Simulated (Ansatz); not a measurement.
in.yaml

```yaml
crystal:
  periodic: [false, false, false]
  atoms:
    - {symbol: Pt, position_ang: [-0.146707, 0.001090, 0.000919]}
    - {symbol: C, position_ang: [1.831693, -0.013606, -0.011469]}
    - {symbol: H, position_ang: [2.181709, -1.050679, -0.008565]}
    - {symbol: H, position_ang: [2.198829, 0.505357, 0.879556]}
    - {symbol: H, position_ang: [2.187545, 0.496531, -0.912118]}
basis:
  gaussian: {orbitals: def2-SVP}
magnetization: {spin_polarized: true, initial_magnetization: 3}
hamiltonian: {xc: {name: B2PLYP}}
correlation: {electrons: outside_noble_gas}
```

```sh
$ ansatz run in.yaml --threads 1 --pin off --events-out ev --progress --plain --max-ram 4096MiB --backend cpu
```

The program prints:

```
632 factors; integrals over basis functions are off by at most 1.2e-3 eV
mean field evaluation 1: about -4313.9540 eV, gradient 2.3e1 eV
mean field evaluation 2: about -4314.0715 eV, gradient 2.3e1 eV
mean field evaluation 4: about -4316.8697 eV, gradient 2.9e0 eV
mean field evaluation 8: about -4316.9564 eV, gradient 3.7e-1 eV
mean field evaluation 16: about -4316.9827 eV, gradient 4.0e-2 eV
mean field evaluation 32: about -4316.9882 eV, gradient 1.3e-3 eV
mean field evaluation 64: about -4316.9181 eV, gradient 3.2e0 eV
mean field evaluation 96: about -4316.9881 eV, gradient 1.5e-2 eV
mean field -4316.98815173 eV, -158.6463884163 hartree, gradient 8.0e-8 eV, S^2 3.753421; 6 other end points of the search recorded, 0 dependent functions left out
5 core orbitals not correlated: weight in the atoms' cores, before any rotation towards them, 1.000 or more for the frozen orbitals, at most 0.000 for the correlated occupied ones
reference -4316.98827205 eV, -158.6463928380 hartree; 10, 7 occupied and 46, 49 virtual orbitals, 632 factors
second order -11.74418491 eV of doubles, -0.00000000 eV of singles
Total energy: -4320.15920197 eV, -158.7629223635 hartree
```

Ran on 1 thread of AMD EPYC 7R13, shared host: 14 s wall, 0.19 GiB peak host memory.
